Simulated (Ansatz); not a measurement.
`[CH3][Mg][Cl]` + H₂ → `[MgH][Cl]` + CH₄ at 600 K and 1 bar (hydrogenolysis of a Mg–C bond).

Computed with Ansatz on PBE0-D4/def2-TZVP structures; ΔE is electronic, products minus reactants. CCSD(T)/CBS adds triple-zeta CCSD(T) − MP2 to the extrapolated MP2 energy (def2 sets, frozen cores). This one scheme is used for every species. For Mg outer-core shells are correlated without core-valence functions, which leaves a few kJ/mol of doubt a bond.

```
        species  CCSD(T)/CBS energy (Eh)  H − E (kJ/mol)  S (J/(mol·K))
`[CH3][Mg][Cl]`               -699.60606           134.5          346.1
             H₂                 -1.17544            43.9          150.8
    `[MgH][Cl]`               -660.33122            43.8          276.1
            CH₄                -40.46206           140.4          215.7
```

H − E and S are ideal-gas, rigid-rotor, harmonic terms from PBE0-D4/def2-TZVP. The MP2-based limit puts H₂ 0.8 mEh under its directly extrapolated value; such offsets cancel only in part. 1 Eh = 2625.50 kJ/mol, R = 8.31446 J/(mol·K).

Task: By hand: ΔE, ΔH, ΔS and ΔG.

Result: ΔE = (-660.33122) + (-40.46206) − (-699.60606) − (-1.17544) = -0.01178 Eh = -30.9 kJ/mol. Δ(H − E) = 43.8 + 140.4 − 134.5 − 43.9 = 5.8, so ΔH = -25.1 kJ/mol. ΔS = 276.1 + 215.7 − 346.1 − 150.8 = -5.1 J/(mol·K). ΔG = -25.1 − 600 × (-5.1)/1000 = -22.0 kJ/mol.

Task: By hand: the equilibrium constant, and the temperature at which ΔG would vanish if ΔH and ΔS stayed fixed.

Result: log₁₀ K = −ΔG/(RT ln 10) = 1.9. ΔG = 0 at ΔH/ΔS = 4922 K, far beyond where these terms or the molecules hold.

The number of gas molecules stays the same, so ΔS is small and ΔH decides. A doubt of 5 kJ/mol in ΔE shifts log₁₀ K by 0.4 here. These are equilibria of isolated gas molecules and say nothing of rates. Largest T1 diagnostic: 0.007 (customary marks: 0.02 for closed shells, 0.045 for open ones).
